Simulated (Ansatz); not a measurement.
# A ladder of methods for BH5O (B(H2O)H3)

BH5O: 7 atoms, total charge 0, spin state singlet. SMILES: `[H]B([H])([H])<-O`. The shape is that of a GFN2-xTB optimisation.

```xyz
7

B     0.0678   -0.1117   -0.6689
O     0.1008   -0.1466    1.0307
H    -0.8361   -0.1426    1.2525
H     0.4863    0.7089    1.2448
H     1.2101   -0.0685   -0.9703
H    -0.5443    0.8763   -0.9302
H    -0.4847   -1.1158   -0.9586
```

Each level gives the energy change with the O2–H4 bond stretched from 0.962 to 1.203 Å (eV). The values are calculated.

```json
{"level": "HF/STO-3G (restricted)", "kind": "Hartree–Fock", "program": "Ansatz", "value (eV)": "1.07", "less FCI/STO-3G": "+0.50", "CPU time (all runs)": "0.1 s"}
{"level": "revPBE/STO-3G (restricted)", "kind": "GGA", "program": "Ansatz", "value (eV)": "0.45", "less FCI/STO-3G": "-0.12", "CPU time (all runs)": "1.6 s"}
{"level": "PBE0/STO-3G (restricted)", "kind": "global hybrid", "program": "Ansatz", "value (eV)": "0.66", "less FCI/STO-3G": "+0.09", "CPU time (all runs)": "1.6 s"}
{"level": "CAM-B3LYP/STO-3G (restricted)", "kind": "range-separated hybrid", "program": "Ansatz", "value (eV)": "0.65", "less FCI/STO-3G": "+0.08", "CPU time (all runs)": "1.8 s"}
{"level": "B2PLYP/STO-3G (restricted)", "kind": "double hybrid", "program": "Ansatz", "value (eV)": "0.66", "less FCI/STO-3G": "+0.09", "CPU time (all runs)": "2.3 s"}
{"level": "RPA@PBE/STO-3G (restricted)", "kind": "RPA", "program": "Ansatz", "value (eV)": "0.47", "less FCI/STO-3G": "-0.10", "CPU time (all runs)": "2.3 s"}
{"level": "BCCD(T)/STO-3G (restricted)", "kind": "coupled cluster or CI", "program": "Ansatz", "value (eV)": "0.57", "less FCI/STO-3G": "0.00", "CPU time (all runs)": "0.22 s"}
{"level": "CCSD(T)/STO-3G (restricted)", "kind": "coupled cluster or CI", "program": "Ansatz", "value (eV)": "0.57", "less FCI/STO-3G": "0.00", "CPU time (all runs)": "0.18 s"}
{"level": "CCSDTQ/STO-3G (restricted)", "kind": "coupled cluster or CI", "program": "Ansatz", "value (eV)": "0.57", "less FCI/STO-3G": "0.00", "CPU time (all runs)": "6.7 s"}
{"level": "FCI/STO-3G", "kind": "exact in the basis", "program": "Ansatz", "value (eV)": "0.57", "less FCI/STO-3G": "0.00", "CPU time (all runs)": "20 s"}
```

FCI/STO-3G is exact within its basis and frozen core, so for wave-function methods in that basis the difference is their error; functionals converge differently with the basis, so for them it is only a difference. The first shape isn't each level's own minimum. The values span 0.45 to 1.07 eV. All rows use very small basis sets, so none should be taken for the real molecule's value. Times are those of the runs behind each value, whatever else they computed, on shared processors of several kinds: orders of magnitude only.
